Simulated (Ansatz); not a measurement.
Calculation: frozen-core CCSD(T)/cc-pVTZ in Ansatz (a first-principles code).

Ansatz 0.2 input:
```yaml
crystal:
  periodic: [false, false, false]
  atoms:
    - { symbol: Cl, position_ang: [0.0, 0.0, 0.0] }
basis:
  gaussian: { orbitals: cc-pVTZ }
correlation:
  method: ccsd_t
magnetization:
  spin_polarized: true
  initial_magnetization: 1
```

Output:

```
Functional definition: HF
196 factors; integrals over basis functions are off by at most 1.5e-4 eV
mean field evaluation 1: about -12503.0172 eV, gradient 5.7e0 eV
mean field evaluation 2: about -12503.0196 eV, gradient 5.7e0 eV
mean field evaluation 4: about -12503.2315 eV, gradient 5.2e-1 eV
mean field evaluation 8: about -12503.2356 eV, gradient 4.2e-3 eV
mean field evaluation 16: about -12503.2330 eV, gradient 5.9e-1 eV
mean field evaluation 32: about -12503.2356 eV, gradient 2.6e-3 eV
mean field evaluation 64: about -12503.2356 eV, gradient 4.0e-3 eV
mean field -12503.23561632 eV, -459.4854339022 hartree, gradient 3.9e-6 eV, S^2 0.759299; 4 other end points of the search recorded, 0 dependent functions left out
5 core orbitals not correlated
reference -12503.23561632 eV, -459.4854339022 hartree; 4, 3 occupied and 25, 26 virtual orbitals, 196 factors
second order -4.29743940 eV of doubles, -0.00000000 eV of singles
cycle   1  -4.78249330 eV  change   -4.9e-1 eV  update   3.8e-2
cycle   2  -4.91513560 eV  change   -1.3e-1 eV  update   1.2e-2
cycle   3  -4.92155891 eV  change   -6.4e-3 eV  update   2.6e-3
cycle   4  -4.92111160 eV  change    4.5e-4 eV  update   3.9e-4
cycle   5  -4.92107844 eV  change    3.3e-5 eV  update   9.5e-5
cycle   6  -4.92110391 eV  change   -2.5e-5 eV  update   2.7e-5
cycle   7  -4.92110386 eV  change    5.2e-8 eV  update   7.2e-6
perturbative correction -0.15039659 eV, -0.0055269728 hartree
Total energy: -12508.30711677 eV, -459.6718081062 hartree
```

Cost: very roughly 1.2 core-seconds.
